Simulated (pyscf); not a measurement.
PySCF, gas phase, ωB97X-D3(BJ)/def2-SVP geometries. Correlated levels are frozen-core, on RHF or UHF. ΔMP2 is the change of the MP2 total energy from the triple- to the quadruple-zeta basis.

Q: What is the homolytic dissociation enthalpy (298 K, CCSD(T)/def2-TZVPP + ΔMP2(QZVPP)) of the C–Cl bond of H₂Si=C(Cl)–Cl, to H₂Si=C•–Cl + Cl•?

A: C–Cl to H₂Si=C•–Cl + Cl•: 354.0 kJ/mol. The radicals are drawn with the spin at the cut bond; how far it spreads was not checked. H₂Si=C(Cl)–Cl lies 322.3 kJ/mol over its isomer H₂C=Si(Cl)–Cl (electronic energy, ωB97M-D3(BJ)/def2-TZVP). H₂Si=C•–Cl lies 246.9 kJ/mol over its isomer [H₂C=Si–Cl]• (electronic energy, ωB97M-D3(BJ)/def2-TZVP). The CCSD(T) − MP2 part came from Ansatz, without density fitting, on the same reference. An open-shell T1 diagnostic exceeds 0.045. A UHF reference is spin-contaminated (<S²> up to 1.20), which harms MP2 most. Left out: the spin-orbit lowering of Cl.
